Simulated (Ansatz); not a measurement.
BGeNH, quartet: the ladder up to UCCSDT(Q)

Geometry: displaced at random from a stationary point.

```xyz
4

B    -0.0055    0.5413    1.5906
Ge   -0.0064    0.0392   -0.5030
N     0.0416   -0.7213    1.2110
H    -0.0612    1.3944    2.3630
```

Basis cc-pVDZ; Ansatz 0.2.0. Correlated methods freeze the noble-gas cores and the filled d shells of p-block atoms, which leaves 13 electrons in 44 orbitals. R marks a restricted (for open shells ROHF) determinant, U an unrestricted one. No spin–orbit coupling is included, and no scalar relativity.

Full CI isn't at hand for all of this; UCCSDT(Q) serves as the reference, and is uncertain by the last step of the cluster series or more. The frozen core follows each run's orbitals, which can shift R against U totals by a few meV for light atoms and by up to 0.1 eV past Ca.

The UHF ⟨S²⟩ is 3.807 and the T1 diagnostic (RCCSD) is 0.0306. The largest doubles amplitude (RCCSD) is 0.067 and the T1 diagnostic (UCCSD) is 0.0305.

```tsv
level	E − E(UCCSDT(Q)) (kJ/mol)	wall time
UHF	840.2	–
UMP2	108.4	–
UCCSD	43.1	–
UCCSD(T)	6.7	25 s
UCCSDT	3.7	–
```

Run but not shown, since their state, orbitals or frozen core can't be matched to the reference's or they repeat it: RHF, RMP2, RCCSD, RCCSD(T), BCCD(T), RCCSDT, RCCSDT(Q).

Times hold each run's SCF and search for its determinant on a shared host, so for small cases they say little of a method's own cost; they ran on 1 thread of Arm Neoverse N1. Some runs computed forces too.
